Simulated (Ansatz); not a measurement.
Barrier height from CHO (SMILES [CH]=O) to the transition structure CHO, without zero-point energy, on the benchmark's geometries as Psi4's copy of the set gives them.
Transition structure (charge 0, multiplicity 2):
```xyz
3

H     -1.52086     1.38883     0.00000
C      0.10863     0.54933     0.00000
O      0.10863    -0.58560     0.00000
```
Reactant (charge 0, multiplicity 2):
```xyz
3

H     -0.009     0.000    -0.007
C     -0.007     0.000     1.110
O      0.956     0.000     1.786
```

Open shells are unrestricted; no spin–orbit coupling.

Cores are frozen in the correlated methods. CBS: X⁻³ extrapolation of the correlation energy, Hartree–Fock from the larger set.

Codes used: Ansatz (Gaussian basis) for Hartree–Fock, density functionals and correlated methods. Values without a source in brackets are computed.

Question: What barrier height does r2SCAN/def2-TZVPPD give?

Answer: 23.8 kcal/mol

Ansatz is an electronic-structure program.
